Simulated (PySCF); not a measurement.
Species: formic acid, CH2O2.
Geometry (PBE/def2-TZVP, Å), atoms numbered from 1 in this order:
```
atom  x, y, z in Å
O1    -0.640    1.141   -0.533
C2    -0.310    0.031   -0.191
O3     0.949   -0.464   -0.248
H4    -0.986   -0.744    0.217
H5     1.514    0.250   -0.616
```

The calculation used PBE/def2-TZVP geometry optimisation, gas phase in PySCF 2.14.0.

Masses are those of the commonest isotopes; rigid-rotor values at the optimised geometry. The values belong to one conformer with, in the numbering `[O:1]=[CH:2][OH:3]`, O1–C2–O3–H 0°.

Problem. What are A, B and C (MHz)?

Solution. Ia = 6.56, Ib = 42.55, Ic = 49.11 u·Å²; 505379 MHz·u·Å²/I gives A = 77052, B = 11877, C = 10291 MHz.

Problem. What kind of rotor is it?

Solution. A near-prolate asymmetric top; Ray's κ = -0.952.

Problem. What does the inertial defect say?

Solution. Planar: Δ = Ic − Ia − Ib = 0.00 u·Å². For a rigid frame Δ = −2 Σ m c², so it vanishes when all atoms lie in the ab plane; here none is more than 0.01 Å from it.

Problem. List the rotational levels J(Ka,Kc) to J = 5 (K).

Solution. Above 0(0,0), as E/k:
J = 1: 1(0,1) 1.064, 1(1,1) 4.192, 1(1,0) 4.268
J = 2: 2(0,2) 3.190, 2(1,2) 6.243, 2(1,1) 6.472, 2(2,1) 15.856, 2(2,0) 15.857
J = 3: 3(0,3) 6.376, 3(1,3) 9.320, 3(1,2) 9.777, 3(2,2) 19.047, 3(2,1) 19.054, 3(3,1) 34.878, 3(3,0) 34.878
J = 4: 4(0,4) 10.618, 4(1,4) 13.421, 4(1,3) 14.182, 4(2,3) 23.302, 4(2,2) 23.322, 4(3,2) 39.136, 4(3,1) 39.136, 4(4,1) 61.296, 4(4,0) 61.296
J = 5: 5(0,5) 15.910, 5(1,5) 18.544, 5(1,4) 19.685, 5(2,4) 28.618, 5(2,3) 28.666, 5(3,3) 44.460, 5(3,2) 44.461, 5(4,2) 66.618, 5(4,1) 66.618, 5(5,1) 95.109, 5(5,0) 95.109
The levels of one J sum to (2J + 1)J(J + 1)(A + B + C)/3.

Problem. Which lines would a microwave search look for?

Solution. The dipole components are |μa| = 1.48 D, |μb| = 0.02 D, |μc| = 0.00 D; the mirror of this Cs structure is the ab plane, so μc vanishes by symmetry and there are no c-type lines. Intensities carry the squares of the components, which stand as 1.00 : 0.00 (a : b). Some lines, for components of 0.1 D or more:

```tsv
type	branch	J(Ka,Kc)	MHz	lower level (cm⁻¹)
a	Q	1(1,0) ← 1(1,1)	1586	2.913
a	Q	2(1,1) ← 2(1,2)	4759	4.339
a	Q	3(1,2) ← 3(1,3)	9517	6.478
a	R	1(0,1) ← 0(0,0)	22168	0.000
a	R	2(1,2) ← 1(1,1)	42749	2.913
a	R	2(0,2) ← 1(0,1)	44307	0.739
a	R	2(1,1) ← 1(1,0)	45922	2.966
a	R	3(1,3) ← 2(1,2)	64106	4.339
a	R	3(0,3) ← 2(0,2)	66389	2.217
a	R	3(2,2) ← 2(2,1)	66503	11.020
a	R	3(2,1) ← 2(2,0)	66618	11.021
a	R	3(1,2) ← 2(1,1)	68865	4.498
```

Problem. Estimate the classical rotational partition function at 25 K, 100 K and 500 K.

Solution. Point group Cs, symmetry number σ = 1; q = (√π/σ)·√((kT/h)³/(ABC)), k/h = 20836.6 MHz/K: 217 at 25 K, 1740 at 100 K, 19400 at 500 K.

PBE/def2-TZVP frequencies: not computed here. Zero-point vibration and centrifugal distortion are left out.

Time: 17 s of wall time; peak memory 0.36 GiB. Hardware: one thread of an Arm Neoverse V1 (shared host). These figures are those of the optimisation.
